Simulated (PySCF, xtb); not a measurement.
CH3, SMILES [CH3] (connectivity only; charge and spin as stated), charge +1, multiplicity 1.

GFN2-xTB run with xtb at its own geometry gives an orbital gap of 2.24 eV.

Geometry optimised at B3LYP-D3(BJ)/def2-TZVPD. The spin state was assumed, not searched. The isomer is the one that the SMILES or the coordinates give; other isomers of the formula were not compared.

### Question
What does PySCF with PBE/def2-TZVPD give? (Estimate from the structure and the level; the computed values follow.)

### Answer
gap 5.50 eV (levels -19.99 and -14.49 eV).
